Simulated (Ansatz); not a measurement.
CH2SSi+: structure from calculated spectroscopic constants

These gas-phase data were calculated for one isomer of CH2SSi+ at B3LYP/6-31G* (harmonic, unscaled wavenumbers; equilibrium rotational constants with average atomic masses):

```
rotational constants            : 284, 3.377, 3.338 GHz
all wavenumbers above 1500 cm⁻¹ : 3261, 3144
```

Candidates:

(1) the doublet with the links of `[CH2][Si]#[S+]`
(2) the doublet with the links of `[SiH2]C#[S+]`

**Question.** Which candidate do the data belong to?

**Answer.** Candidate (1). No mode falls between 2000 and 2380 cm⁻¹, where the Si–H stretch of (2) would stand.

The same quantities for all candidates:

```tsv
	rotational constants (GHz)	wavenumbers above 1500 cm⁻¹	E above the lowest, B3LYP/6-31G* (kcal/mol)
(1)	284, 3.377, 3.338	3261, 3144	0.0
(2)	144.4, 2.889, 2.832	2402, 2341	3.3
```

Open shells are spin-unrestricted. Programs: Ansatz 0.2.0.
